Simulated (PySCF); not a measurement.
Compound: 1,3-dioxolane, C3H6O2.
Geometry (GFN2-xTB, Å), atoms numbered from 1 in this order:
```
atom  x, y, z in Å
C1    -0.6304    0.8254   -0.2966
C2    -0.8553   -0.6474    0.1207
O3     0.4249   -1.2377    0.0130
C4     1.3349   -0.1796    0.0792
O5     0.7496    0.8941   -0.5962
H6    -1.1841    1.1096   -1.1922
H7    -0.8803    1.5109    0.5228
H8    -1.5315   -1.1853   -0.5448
H9    -1.2239   -0.7141    1.1520
H10    2.2630   -0.4641   -0.4200
H11    1.5385    0.0911    1.1360
```

Level of theory: PBE0/def2-SVPD in PySCF (dipole) on a GFN2-xTB geometry, gas phase.

Take the most abundant isotopes and a rigid rotor. The values belong to one conformer with, in the numbering `[CH2:1]1[CH2:2][O:3][CH2:4][O:5]1`, O5–C1–C2–O3 0°, C1–C2–O3–C4 21°, C2–O3–C4–O5 -37°, O3–C4–O5–C1 37°.

Question: What are A, B and C (MHz)?

Answer: Ia = 63.52, Ib = 66.76, Ic = 117.16 u·Å²; 505379 MHz·u·Å²/I gives A = 7956, B = 7570, C = 4314 MHz.

Question: Classify the top.

Answer: An asymmetric top. Ray's parameter κ = (2B − A − C)/(A − C) = 0.788; −1 is the prolate and +1 the oblate limit.

Question: Is it planar, by Δ = Ic − Ia − Ib?

Answer: Not planar: Δ = Ic − Ia − Ib = -13.12 u·Å². For a rigid frame Δ = −2 Σ m c², so Σ m c² = 6.56 u·Å² lies off the ab plane: 5.04 from hydrogen and 1.52 from heavier atoms. The atom farthest from that plane is 1.30 Å away.

Question: Predict some low-J microwave lines.

Answer: The dipole components are |μa| = 0.00 D, |μb| = 1.26 D, |μc| = 0.88 D; the mirror of this Cs structure is the bc plane, so μa vanishes by symmetry and there are no a-type lines. The squared components, which scale the intensities, stand as 1.00 : 0.49 (b : c). Some lines, for components of 0.1 D or more:

```json
{"type": "b", "branch": "Q", "J(Ka,Kc)": "3(3,0) ← 3(2,1)", "MHz": "4748", "lower level (cm⁻¹)": "2.954"}
{"type": "b", "branch": "Q", "J(Ka,Kc)": "4(4,0) ← 4(3,1)", "MHz": "5762", "lower level (cm⁻¹)": "5.003"}
{"type": "b", "branch": "R", "J(Ka,Kc)": "1(1,1) ← 0(0,0)", "MHz": "12270", "lower level (cm⁻¹)": "0.000"}
{"type": "b", "branch": "Q", "J(Ka,Kc)": "4(2,2) ← 4(1,3)", "MHz": "16892", "lower level (cm⁻¹)": "4.140"}
{"type": "b", "branch": "R", "J(Ka,Kc)": "2(0,2) ← 1(1,1)", "MHz": "20479", "lower level (cm⁻¹)": "0.409"}
{"type": "b", "branch": "R", "J(Ka,Kc)": "2(1,2) ← 1(0,1)", "MHz": "20898", "lower level (cm⁻¹)": "0.396"}
{"type": "b", "branch": "Q", "J(Ka,Kc)": "4(1,3) ← 4(0,4)", "MHz": "24080", "lower level (cm⁻¹)": "3.337"}
{"type": "b", "branch": "R", "J(Ka,Kc)": "2(2,1) ← 1(1,0)", "MHz": "28183", "lower level (cm⁻¹)": "0.518"}
{"type": "b", "branch": "R", "J(Ka,Kc)": "2(2,0) ← 1(1,1)", "MHz": "34341", "lower level (cm⁻¹)": "0.409"}
{"type": "b", "branch": "R", "J(Ka,Kc)": "4(1,3) ← 3(2,2)", "MHz": "44767", "lower level (cm⁻¹)": "2.647"}
{"type": "c", "branch": "R", "J(Ka,Kc)": "3(1,2) ← 2(0,2)", "MHz": "46451", "lower level (cm⁻¹)": "1.092"}
{"type": "c", "branch": "R", "J(Ka,Kc)": "4(1,3) ← 3(0,3)", "MHz": "62036", "lower level (cm⁻¹)": "2.071"}
{"type": "b", "branch": "R", "J(Ka,Kc)": "4(2,2) ← 3(1,3)", "MHz": "78926", "lower level (cm⁻¹)": "2.071"}
```

Question: Estimate the classical rotational partition function at 10 K, 100 K and 200 K.

Answer: Point group Cs, symmetry number σ = 1; q = (√π/σ)·√((kT/h)³/(ABC)), k/h = 20836.6 MHz/K: 331 at 10 K, 10500 at 100 K, 29600 at 200 K.

Whether it is a minimum is left open (no frequencies). These are rigid-rotor constants of the computed structure; measured ground-state constants (B0) also hold zero-point vibration.
